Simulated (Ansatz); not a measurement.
Input file:

```yaml
crystal:
  periodic: [false, false, false]
  atoms:
    - {symbol: Al, position_ang: [-1.242718, 0.000000, 0.000000]}
    - {symbol: H, position_ang: [-2.035642, 1.373384, 0.000000]}
    - {symbol: H, position_ang: [-2.035642, -1.373384, 0.000000]}
    - {symbol: H, position_ang: [0.445282, 0.000000, 0.000000]}
    - {symbol: F, position_ang: [1.957282, 0.000000, 0.000000]}
basis:
  gaussian: {orbitals: cc-pVDZ}
magnetization: {spin_polarized: false, initial_magnetization: 1}
correlation: {active_space: {window: {electrons: 3, orbitals: 4}, states: [{multiplicity: 2, weights: [1, 1]}], root: 0}}
scf: {lower_state_search: off}
output: {forces: true}
```

```sh
$ ansatz run in.yaml --threads 1 --pin off --events-out ev --progress --plain --max-ram 2393MiB
```

The program prints:

```
these checks for a lower state are left out or cut short: stability, starts, cluster_reference, orbital_swaps, neighbouring_geometries, increment
812 factors; integrals over basis functions are off by at most 2.2e-7 eV
mean field evaluation 1: about -9328.6109 eV, gradient 3.2e1 eV
mean field evaluation 2: about -9328.6311 eV, gradient 3.2e1 eV
mean field evaluation 4: about -9332.3651 eV, gradient 6.2e0 eV
mean field evaluation 8: about -9333.0554 eV, gradient 6.7e-1 eV
mean field evaluation 16: about -9333.0632 eV, gradient 5.1e-4 eV
mean field -9333.06322210 eV, -342.9837472348 hartree, gradient 9.8e-6 eV, S^2 0.750000; 0 other end points of the search recorded, 0 dependent functions left out
reference -9333.06322210 eV, -342.9837472348 hartree; 13, 12 occupied and 34, 35 virtual orbitals, 812 factors
state -9333.49787748 eV, -342.9997205253 hartree
state -9329.54206415 eV, -342.8543470667 hartree
the calculation of the forces begins
Total energy: -9333.49787748 eV, -342.9997205253 hartree
Atom 0 at    -1.242718     0.000000     0.000000 Å, force     0.081304     0.000000     0.000000 eV/Å
Atom 1 at    -2.035642     1.373384     0.000000 Å, force     0.053013    -0.009257     0.000000 eV/Å
Atom 2 at    -2.035642    -1.373384     0.000000 Å, force     0.053013     0.009257     0.000000 eV/Å
Atom 3 at     0.445282     0.000000     0.000000 Å, force    -0.478598    -0.000000    -0.000000 eV/Å
Atom 4 at     1.957282     0.000000     0.000000 Å, force     0.291268     0.000000    -0.000000 eV/Å
Dipole moment:    -0.193184     0.000000     0.000000 e Å
Checks for a lower state left out: stability, starts, cluster_reference, orbital_swaps, neighbouring_geometries, increment
```

Forces (eV/Å):
```
Al   0.081  0.000  0.000
H    0.053 -0.009  0.000
H    0.053  0.009  0.000
H   -0.479  0.000  0.000
F    0.291  0.000  0.000
```

Ran on 1 thread of Arm Neoverse V1, shared host: 2 s wall, 0.17 GiB peak host memory.
